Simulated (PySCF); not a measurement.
**Molecular orbitals of AlN⁺**

BP86 at R = 2.130 Å; Al aug-cc-pV(D+d)Z, N aug-cc-pVDZ; no relativity (PySCF 2.14). State: ⁴Σ⁻ (quartet), unpaired electrons σ ↑, π ↑↑. Only the outer orbitals are listed, counted within each symmetry.

| spin | orbital | occ. | ε (eV) | on Al (%) | main shells (%) |
| --- | --- | --- | --- | --- | --- |
| α | 5σ | 1 | -26.65 | 2 | 97 N s |
| α | 6σ | 1 | -16.25 | 44 | 52 N p, 43 Al s |
| α | 2π | 1 | -14.84 | 4 | 96 N p |
| α | 2π | 1 | -14.84 | 4 | 96 N p |
| α | 7σ | 1 | -13.48 | 72 | 56 Al s, 30 N p, 14 Al p |
| α | 3π | 0 | -9.04 | 98 | 97 Al p |
| α | 3π | 0 | -9.04 | 98 | 97 Al p |
| α | 8σ | 0 | -6.99 | 106 | 88 Al p, 11 Al d |
| β | 5σ | 1 | -23.09 | 6 | 92 N s |
| β | 6σ | 1 | -14.76 | 74 | 75 Al s, 21 N p |
| β | 7σ | 0 | -11.59 | 49 | 49 N p, 26 Al s, 22 Al p |
| β | 2π | 0 | -11.28 | 19 | 81 N p, 16 Al p |
| β | 2π | 0 | -11.28 | 19 | 81 N p, 16 Al p |

Task: Which are the highest filled and the lowest empty level, where do they sit, and how wide is the gap?

Result: Highest filled α 7σ at -13.48 eV (in %: 56 Al s, 30 N p, 14 Al p); lowest empty β 7σ at -11.59 eV (in %: 49 N p, 26 Al s, 22 Al p); the gap at BP86 is 1.89 eV.

```json
{
 "bond order (Mayer)": "0.62",
 "⟨S²⟩": "3.760",
 "charge on Al (Mulliken, basis-dependent)": "0.96",
 "charge on Al (Löwdin, basis-dependent)": "1.13",
 "dipole moment (positive dipole points towards N; it is taken about the centre of mass and depends on that origin)": "-2.80 D"
}
```

Shares are Mulliken populations and can fall outside 0 to 100 %.

The state is the lowest determinant that a PBE0 search found; another state may lie lower at other levels.
